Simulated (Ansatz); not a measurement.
# CH₅S+ (SMILES C[SH2+]): Born-Oppenheimer dynamics

The task is to watch the atoms for 80 steps of 1.0 fs, started with velocities for 1500 K and run with a Langevin thermostat.

Computed with Ansatz 0.2.0, Gaussian basis. Level: revPBE-D4/cc-pVDZ.

## Step 1: Starting geometry

SMILES `C[SH2+]`, 7 atoms, charge 1, spin multiplicity 1.

Atoms are counted from 1 here; the program's logs count them from 0.

Bond lengths: C1–S2 1.823 Å, C1–H3 1.088 Å, C1–H4 1.088 Å, C1–H5 1.085 Å, S2–H6 1.355 Å, S2–H7 1.354 Å. Angles: S2–C1–H3 107.8°, S2–C1–H4 107.8°, S2–C1–H5 111.5°, H3–C1–H4 108.8°, H3–C1–H5 110.4°, H4–C1–H5 110.4°, C1–S2–H6 97.8°, C1–S2–H7 97.8°, H6–S2–H7 93.1°.

Geometry (Å):

```tsv
atom	x (Å)	y (Å)	z (Å)
C1	-0.4802	-0.4178	-0.3515
S2	0.6022	0.1936	0.9819
H3	-1.5013	-0.4232	0.0246
H4	-0.1836	-1.4398	-0.5781
H5	-0.4068	0.2033	-1.2386
H6	0.2502	1.5003	0.9212
H7	1.7195	0.3835	0.2405
```

## Step 2: The run

Input file md/in.yaml:

```yaml
crystal:
  periodic: [false, false, false]
  atoms:
    - {symbol: C, position_ang: [-0.480160, -0.417770, -0.351530]}
    - {symbol: S, position_ang: [0.602180, 0.193640, 0.981950]}
    - {symbol: H, position_ang: [-1.501270, -0.423210, 0.024630]}
    - {symbol: H, position_ang: [-0.183600, -1.439750, -0.578060]}
    - {symbol: H, position_ang: [-0.406840, 0.203330, -1.238630]}
    - {symbol: H, position_ang: [0.250210, 1.500270, 0.921170]}
    - {symbol: H, position_ang: [1.719480, 0.383500, 0.240470]}
basis:
  gaussian: {orbitals: cc-pVDZ}
total_charge: 1
hamiltonian: {xc: {name: revPBE}, dispersion: d4}
md: {n_steps: 80, timestep: 1.0, temperature: 1500, ensemble: nvt_langevin, seed: 311, friction: 0.01, initial_velocities: maxwell_boltzmann}
```

Run with:

```sh
$ ansatz run in.yaml --threads 2 --pin off --events-out ev --progress --plain --max-ram 3481MiB
```

Before running it: what results should come out? Wanted: temperature at the start; mean temperature, second half; lowest and highest potential energy, from the first frame; largest change of potential + kinetic.

The runs gave:

| quantity | value |
| --- | --- |
| length | 80 steps, 80.0 fs |
| temperature at the start | 1286 K |
| mean temperature, second half | 716 K |
| lowest and highest potential energy, from the first frame | 0 and 965 meV |
| largest change of potential + kinetic | 248.4 meV |

The thermostat trades energy with the molecule, so the sum of potential and kinetic energy isn't conserved: it changes by +62 meV over the run. The mean temperature of the second half is still well below the 1500 K set. The temperature runs between 395 and 1286 K. The bonding pattern stays as it was. Under Langevin the temperature counts 3N degrees of freedom, more than the drawn velocities fill, so it starts at 1286 K, not 1500 K.
